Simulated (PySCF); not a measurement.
# Vertical excitation energies

C3H7NO.
SMILES with atom numbers: `[CH3:1][CH2:2][NH:3][CH:4]=[O:5]` (hydrogens: H6, H7, H8 on C1; H9, H10 on C2; H11 on N3; H12 on C4)

The calculation used TDDFT wB97X-D/def2-SVPD, vertical, gas phase, core orbitals frozen in the response (PySCF 2.14.0, density-fitted response routines). One conformer (not necessarily the lowest) at the GFN2-xTB geometry, without solvent, vibrations or thermal averaging. Torsions of this conformer, `[CH3:1][CH2:2][NH:3][CH:4]=[O:5]`: C1–C2–N3–C4 115°, C2–N3–C4–O5 3°.

```json
{"state": "S1", "E (eV)": "5.88", "E (kJ/mol)": "567", "λ (nm)": "210.8", "f": "0.0011", "|μ| (D)": "0.22", "main configurations (H = HOMO, L = LUMO)": "H→L+1 (42%), H-1→L+1 (38%)"}
{"state": "S2", "E (eV)": "7.14", "E (kJ/mol)": "689", "λ (nm)": "173.7", "f": "0.013", "|μ| (D)": "0.68", "main configurations (H = HOMO, L = LUMO)": "H→L (46%), H-1→L (40%)"}
{"state": "S3", "E (eV)": "7.38", "E (kJ/mol)": "712", "λ (nm)": "168.1", "f": "0.096", "|μ| (D)": "1.86", "main configurations (H = HOMO, L = LUMO)": "H-1→L+1 (44%), H→L (22%), H-1→L (14%)"}
{"state": "S4", "E (eV)": "7.78", "E (kJ/mol)": "750", "λ (nm)": "159.5", "f": "0.213", "|μ| (D)": "2.69", "main configurations (H = HOMO, L = LUMO)": "H→L+1 (39%), H-1→L (26%), H-1→L+1 (9%)"}
{"state": "S5", "E (eV)": "8.25", "E (kJ/mol)": "796", "λ (nm)": "150.3", "f": "0.020", "|μ| (D)": "0.80", "main configurations (H = HOMO, L = LUMO)": "H-1→L+2 (37%), H→L+2 (26%), H-1→L+3 (13%)"}
{"state": "S6", "E (eV)": "8.44", "E (kJ/mol)": "815", "λ (nm)": "146.9", "f": "0.075", "|μ| (D)": "1.53", "main configurations (H = HOMO, L = LUMO)": "H→L+2 (23%), H-1→L+2 (22%), H→L+3 (15%)"}
{"state": "S7", "E (eV)": "8.69", "E (kJ/mol)": "838", "λ (nm)": "142.7", "f": "0.015", "|μ| (D)": "0.68", "main configurations (H = HOMO, L = LUMO)": "H-1→L+3 (26%), H-1→L+4 (25%), H→L+3 (15%)"}
{"state": "S8", "E (eV)": "8.79", "E (kJ/mol)": "848", "λ (nm)": "141.1", "f": "0.012", "|μ| (D)": "0.59", "main configurations (H = HOMO, L = LUMO)": "H→L+4 (51%), H-1→L+3 (20%), H-1→L+4 (9%)"}
```

Triplets, Tamm–Dancoff:

| state | E (eV) | λ (nm) | main configurations (H = HOMO, L = LUMO) |
| --- | --- | --- | --- |
| T1 | 5.42 | 229.0 | H→L+1 (47%), H-1→L+1 (32%) |
| T2 | 5.53 | 224.1 | H-1→L+1 (44%), H→L+1 (32%) |
| T3 | 7.04 | 176.1 | H-1→L (39%), H→L (39%) |

The lowest singlet lies at 5.88 eV (211 nm, ultraviolet) and is very weak; its leading configuration is HOMO→LUMO+1 (42%). The most intense listed level is S4 at 7.78 eV (159 nm, f = 0.213), 1.89 eV above S1. Löwdin shares by element: HOMO (one of a set within 0.03 eV) oxygen 49%, nitrogen 24%, carbon 16% or more; LUMO carbon 45%, hydrogen 18% or more (atoms not listed hold the other 37%). Of the 8 states listed, 7 reach f = 0.01 and none stays under 0.0005. Weighted by f, the mean energy of these states is 7.86 eV. The listed states span 2.91 eV, and the widest gap between neighbours is 1.26 eV (S1 to S2). No computed singlet lies in the visible range (380 to 750 nm); the lowest, at 211 nm, stands 2.62 eV above its violet end (3.26 eV). Singlets were solved by full linear response, triplets in the Tamm–Dancoff approximation.
